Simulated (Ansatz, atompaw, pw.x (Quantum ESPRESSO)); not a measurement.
# What a changed setting does to a pw.x run (fcc Al)

Potential: PAW, atompaw 4.2.0.5, PBE; core [Ne], reference 3s2 3p1; waves: 3s (bound): rc 2.18 bohr; 3s channel at 3.65 Ry: rc 2.18 bohr; 3p (bound): rc 2.18 bohr; 3p channel at 0.25 Ry: rc 2.18 bohr; 3d channel at -0.1 Ry: rc 1.88 bohr; 3d channel at 0.45 Ry: rc 2.18 bohr; local part: bessel scheme, radius 1.68 bohr; core correction: smooth core density matched at 1.14 bohr; augmentation: gaussian compensation charge, radius 1.98 bohr; PAW radius 2.18 bohr; waves and projectors: custom polynom2 7 10 vanderbiltortho.

The reference run (k-mesh 14³, cutoffs 40/400 Ry, Fermi–Dirac 0.01 Ry, mixing_beta 0.4, conv_thr 1e-9, no spin) gives -0.09 GPa at 16.527 Å³/atom, where all-electron LAPW gives -0.17 GPa. This run, with its own iteration cap, changes diagonalization to cg.

```
&control
  calculation='scf', prefix='x', pseudo_dir='./', outdir='./tmp', tstress=.true., disk_io='none'
/
&system
  ibrav=0, nat=1, ntyp=1, ecutwfc=40, ecutrho=400, nbnd=8,
  occupations='smearing', smearing='fd', degauss=0.01
/
&electrons
  conv_thr=1e-09, mixing_beta=0.4, electron_maxstep=60, diagonalization='cg'
/
ATOMIC_SPECIES
Al 1.0 Al.UPF
CELL_PARAMETERS angstrom
  0.00000000 2.02172157 2.02172157
  2.02172157 0.00000000 2.02172157
  2.02172157 2.02172157 0.00000000
ATOMIC_POSITIONS crystal
Al 0.0000 0.0000 0.0000
K_POINTS automatic
14 14 14 0 0 0
```

```bash
pw.x < Al.scf.in > Al.scf.out
```

Task: How does the run end?

Result: It converges in 8 iterations; the free energy moves by +0.0 meV/atom and the pressure by +0.00 GPa. The result is that of the reference run.

```
Message from routine setup:
     using ibrav=0 with symmetry is DISCOURAGED, use correct ibrav instead
     lattice parameter (alat)  =       5.4030  a.u.
     unit-cell volume          =     111.5297 (a.u.)^3
     number of electrons       =         3.00
     number of Kohn-Sham states=            8
     kinetic-energy cutoff     =      40.0000  Ry
     charge density cutoff     =     400.0000  Ry
     scf convergence threshold =      1.0E-09
     Exchange-correlation= SLA PW PBX PBC
     number of k points=   104  Fermi-Dirac smearing, width (Ry)=  0.0100
     negative rho (up, down):  2.085E-02 0.000E+00
     iteration #  1     ecut=    40.00 Ry     beta= 0.40
     negative rho (up, down):  1.846E-02 0.000E+00
     total energy              =     -39.50216303 Ry
     estimated scf accuracy    <       0.00556678 Ry
     iteration #  2     ecut=    40.00 Ry     beta= 0.40
     negative rho (up, down):  1.439E-02 0.000E+00
     total energy              =     -39.50270470 Ry
     estimated scf accuracy    <       0.00175560 Ry
     iteration #  3     ecut=    40.00 Ry     beta= 0.40
     negative rho (up, down):  1.408E-02 0.000E+00
     total energy              =     -39.50273838 Ry
     estimated scf accuracy    <       0.00000838 Ry
     [... 2 iterations left out ...]
     iteration #  6     ecut=    40.00 Ry     beta= 0.40
     negative rho (up, down):  1.404E-02 0.000E+00
     total energy              =     -39.50275328 Ry
     estimated scf accuracy    <       0.00000001 Ry
     iteration #  7     ecut=    40.00 Ry     beta= 0.40
     negative rho (up, down):  1.404E-02 0.000E+00
     total energy              =     -39.50275328 Ry
     estimated scf accuracy    <       0.00000001 Ry
     iteration #  8     ecut=    40.00 Ry     beta= 0.40
     negative rho (up, down):  1.404E-02 0.000E+00
     the Fermi energy is     7.9354 ev
!    total energy              =     -39.50275328 Ry
     estimated scf accuracy    <          7.5E-12 Ry
     smearing contrib. (-TS)   =      -0.00207560 Ry
     The total energy is F=E-TS. E is the sum of the following terms:
     one-electron contribution =       3.15674768 Ry
     hartree contribution      =       0.01087278 Ry
     xc contribution           =      -5.76655582 Ry
     ewald contribution        =      -5.40030859 Ry
     one-center paw contrib.   =     -31.50143373 Ry
     convergence has been achieved in   8 iterations
     negative rho (up, down):  1.404E-02 0.000E+00
          total   stress  (Ry/bohr**3)                   (kbar)     P=       -0.89
     Message from routine punch:
     Nothing written, as per user request (disk_io='none')
```

The run took about 7.9 s on one core of a shared host (Intel(R) Xeon(R) 6975P-C, 192 threads, 1512 GiB, load 65).
